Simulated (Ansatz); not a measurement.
```yaml
crystal:
  periodic: [false, false, false]
  atoms:
    - {symbol: F, position_ang: [-1.390305, 0.159551, -1.942733]}
    - {symbol: C, position_ang: [-0.541078, 0.103794, -0.938172]}
    - {symbol: C, position_ang: [0.786508, 0.104708, -0.868348]}
    - {symbol: C, position_ang: [0.715450, -0.134037, 0.613293]}
    - {symbol: F, position_ang: [-0.785222, -0.017896, 0.564418]}
    - {symbol: C, position_ang: [-0.835222, -0.067896, 0.514418]}
    - {symbol: H, position_ang: [1.603046, 0.184272, -1.570013]}
    - {symbol: H, position_ang: [1.109099, -1.090667, 0.966176]}
    - {symbol: H, position_ang: [-1.381427, -0.968400, 0.804654]}
    - {symbol: H, position_ang: [-1.250052, 0.804891, 1.020909]}
basis:
  gaussian: {orbitals: aug-cc-pVDZ, nuclear_model: gaussian}
hamiltonian: {xc: {name: HSE06}}
accuracy: high
scf: {lower_state_search: off}
```

```sh
$ ansatz run in.yaml --threads 4 --pin off --events-out ev --progress --plain --max-ram 10444MiB
```

It prints (some lines left out):

```
Functional definition: HSE06
3171 factors; integrals over basis functions are off by at most 3.4e-9 eV
149 factors; integrals over basis functions are off by at most 2.3e-9 eV
mean field evaluation 1: about -4004.7190 eV, gradient 1.2e2 eV
mean field evaluation 2: about -3941.7103 eV, gradient 1.5e2 eV
mean field evaluation 4: about -4019.7524 eV, gradient 2.2e1 eV
mean field evaluation 8: about -4020.9049 eV, gradient 1.4e0 eV
mean field evaluation 16: about -4021.4823 eV, gradient 2.0e-3 eV
mean field -4021.48231915 eV, -147.7867493703 hartree, gradient 1.4e-8 eV, S^2 0.000000; 0 other end points of the search recorded, 0 dependent functions left out
reference -4021.48232506 eV, -147.7867495875 hartree; 23, 23 occupied and 151, 151 virtual orbitals, 3171 factors
Total energy: -4021.48232506 eV, -147.7867495875 hartree
Checks for a lower state left out: stability, starts, cluster_reference, orbital_swaps, neighbouring_geometries, increment
```

**Question.** Something in this input is off. What?

**Answer.** One atom was put on top of another. The calculation finished and met its thresholds. The result belongs to that input, not to the molecule as meant.

HSE06 is defined as in plane-wave codes.
